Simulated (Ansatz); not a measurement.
# H2Ge–AsH⁺, doublet: reading a ladder of total energies

Geometry: that of the H2Ge–AsH, triplet, kept fixed.

```xyz
5

Ge    0.0000   -0.0566    1.2141
As    0.0000    0.0562   -1.2063
H    -1.2446    0.6821    1.7739
H     1.2446    0.6822    1.7739
H     0.0000   -1.4603   -1.3789
```

Basis cc-pVDZ; Ansatz 0.2.0. Correlated methods freeze the noble-gas cores and the filled d shells of p-block atoms, which leaves 11 electrons in 41 orbitals. Prefix R: restricted or restricted open-shell reference; prefix U: unrestricted. No spin–orbit coupling is included, and no scalar relativity.

Full CI isn't at hand for all of this; UCCSDT(Q) serves as the reference, and is uncertain by the last step of the cluster series or more.

Unrestricted rows (U) aren't spin-pure: their determinants' ⟨S²⟩ exceeds S(S+1) by up to 0.35, so they mix in states of higher spin.

UCCSD has a T1 diagnostic of 0.057 and a largest doubles amplitude of 0.11.

Runs differ by some tens of microhartree through their thresholds and, for an open shell, their frozen cores, so steps under 0.03 kcal/mol mean nothing.

| level | total energy (hartree) |
| --- | --- |
| UHF | -4310.931244 |
| UMP2 | -4311.090367 |
| UCCSD | -4311.134917 |
| UCCSD(T) | -4311.141713 |
| UCCSDT | -4311.143678 |
| UCCSDT(Q) | -4311.144170 |

What is the correlation energy at UCCSDT(Q), and what share of it do UMP2 and UCCSD recover?

E(corr) = -4311.144170 − (-4310.931244) = -0.212926 hartree = -5.794 eV. UMP2: -0.159123 / -0.212926 = 74.73 %. UCCSD: -0.203673 / -0.212926 = 95.65 %.

By how many kcal/mol does UCCSD(T) miss UCCSDT(Q) (1 hartree = 627.509 kcal/mol), and which steps make up the rest?

-4311.141713 − (-4311.144170) = 0.002457 hartree = 1.54 kcal/mol. Steps: UCCSDT − UCCSD(T) = -1.23, UCCSDT(Q) − UCCSDT = -0.31 kcal/mol. Differences between like states or geometries often cancel part of this.
